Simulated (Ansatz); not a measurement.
# C3S2: the cost of one run

Program: Ansatz 0.2.0. Level of theory: the levels named in each step. These are calculated values, not measurements.

**1. The starting structure**

Bond lengths: S1–C2 1.556 Å, C2–C3 1.270 Å, C3–C4 1.270 Å, C4–S5 1.556 Å. Angles: S1–C2–C3 180.0°, C2–C3–C4 180.0°, C3–C4–S5 180.0°.

Coordinates:

```xyz
5

S     0.0000    0.0000   -2.8260
C     0.0000    0.0000   -1.2697
C     0.0000    0.0000    0.0000
C     0.0000    0.0000    1.2696
S     0.0000    0.0000    2.8260
```

**2. A rough first relaxation, PBE-D4/def2-SVP**

input.yaml

```yaml
crystal:
  periodic: [false, false, false]
  atoms:
    - { symbol: S, position_ang: [0.0, 0.0, -2.82604] }
    - { symbol: C, position_ang: [0.0, 0.0, -1.26966] }
    - { symbol: C, position_ang: [0.0, 0.0, 0.0] }
    - { symbol: C, position_ang: [0.0, 0.0, 1.26965] }
    - { symbol: S, position_ang: [0.0, 0.0, 2.82605] }
basis:
  gaussian: { orbitals: def2-SVP }
hamiltonian:
  xc: pbe
  dispersion: d4
relax:
  f_tol: 0.03
  max_steps: 200
```

Command:

```console
> ansatz run input.yaml --threads 2 --pin off --max-ram 5120MiB --backend cpu --events-out ev --progress --plain --runs-dir out
```

What time and memory should one allow on 2 threads of Arm Neoverse V2, shared host?

About 4.7 s, with a peak of 0.14 GiB.
